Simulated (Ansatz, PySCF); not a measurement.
propane cation (C3H8), SMILES CCC (connectivity only; charge and spin as stated), charge +1, multiplicity 2. Atoms are numbered in the order given.

```xyz
11

C      1.1633     0.5421    -0.3213
C      0.0885    -0.4245    -0.0404
C     -1.2698    -0.0321     0.3712
H      2.0097     0.1125    -0.8756
H      0.7818     1.4678    -0.7944
H      1.5857     0.9197     0.6485
H      0.4870    -1.3544     0.5410
H      0.0691    -1.3125    -0.7972
H     -1.8575    -0.8568     0.7984
H     -1.2671     0.8606     1.0269
H     -1.8408     0.3277    -0.5263
```
Charge +1, spin multiplicity 2.

Geometry: B3LYP-D3(BJ)/def2-SVP. The spin state was assumed, not searched.

Two levels are set side by side: PBE-D3(BJ)/def2-SVP (Ansatz, a first-principles code) and B3LYP-D3(BJ)/def2-SVP (Ansatz). Each level has its own optimised geometry; the coordinates shown are those of the second. Frequencies come from the Hessian of PySCF at each geometry. Differences are taken from unrounded values.

```
quantity                            B3LYP-D3(BJ)
----------------------------------  ------------
mean bond length (Å)                       1.194
bond C1–C2 (Å)                             1.473
bond C2–C3 (Å)                             1.473
bond C1–H4 (Å)                             1.099
bond C1–H5 (Å)                             1.107
bond C1–H6 (Å)                             1.123
bond C2–H7 (Å)                             1.167
bond C2–H8 (Å)                             1.167
bond C3–H9 (Å)                             1.099
bond C3–H10 (Å)                            1.108
bond C3–H11 (Å)                            1.123
highest harmonic wavenumber (cm⁻¹)          3142
mean harmonic wavenumber (cm⁻¹)             1503
zero-point energy (kcal/mol)               58.02
```

Task: What does PBE-D3(BJ) give, and how far is it from B3LYP-D3(BJ)? (Estimate from the structure and the level; the computed values follow.)

Result: 
| quantity | PBE-D3(BJ) | PBE-D3(BJ) minus B3LYP-D3(BJ) |
|---|---|---|
| mean bond length (Å) | 1.199 | 0.006 |
| bond C1–C2 (Å) | 1.476 | 0.004 |
| bond C2–C3 (Å) | 1.476 | 0.004 |
| bond C1–H4 (Å) | 1.108 | 0.009 |
| bond C1–H5 (Å) | 1.116 | 0.009 |
| bond C1–H6 (Å) | 1.133 | 0.010 |
| bond C2–H7 (Å) | 1.164 | -0.003 |
| bond C2–H8 (Å) | 1.164 | -0.003 |
| bond C3–H9 (Å) | 1.108 | 0.009 |
| bond C3–H10 (Å) | 1.116 | 0.009 |
| bond C3–H11 (Å) | 1.133 | 0.010 |
| highest harmonic wavenumber (cm⁻¹) | 3069 | -73 |
| mean harmonic wavenumber (cm⁻¹) | 1465 | -38 |
| zero-point energy (kcal/mol) | 56.56 | -1.46 |

Exact exchange shortens and stiffens bonds; PBE has none. Differences between two approximate levels are no errors against the true value.
